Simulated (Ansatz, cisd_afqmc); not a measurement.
System: C₂H₃, charge 0, doublet. C2H3 (SMILES C=[CH], doublet).
B3LYP-D3(BJ)/def2-TZVP minimum from Ansatz (a first-principles code):
```xyz
5

C      0.0510    -0.5838    -0.0118
C      0.0446     0.7173     0.0179
H     -0.8735    -1.1638    -0.0541
H      0.9720    -1.1602     0.0038
H     -0.6722     1.5232     0.0139
```
Charge 0, spin multiplicity 2.

Total energies in aug-cc-pVTZ, 11 correlated electrons, 2 frozen orbitals. Open shells are spin-unrestricted; no spin-orbit coupling. Cores are frozen in correlated methods. No relativity. AFQMC is phaseless with a CISD trial state; ± is one standard error, without the phaseless bias. Outlying blocks are dropped, and bars are widened where a walk drifts. Over all cases where full CI ran beside it in this data, AFQMC minus full CI had a median of +0.1 mEh and passed +0.4 mEh in a tenth of the cases. The UHF reference of C2H3 ([CH]=C, doublet) is spin-contaminated (<S^2> up to 0.19 over the pure value in the sets run).

| method | program | energy (Eh) | minus AFQMC/CISD (mEh) |
|---|---|---|---|
| HF | Ansatz | -77.42048 | 337.8 ± 0.3 |
| MP2 | Ansatz | -77.71017 | 48.2 ± 0.3 |
| CCSD | Ansatz | -77.74280 | 15.5 ± 0.3 |
| CCSD(T) | Ansatz | -77.75692 | 1.4 ± 0.3 |
| AFQMC/CISD | cisd_afqmc | -77.7583 ± 0.0003 | 0.0 |
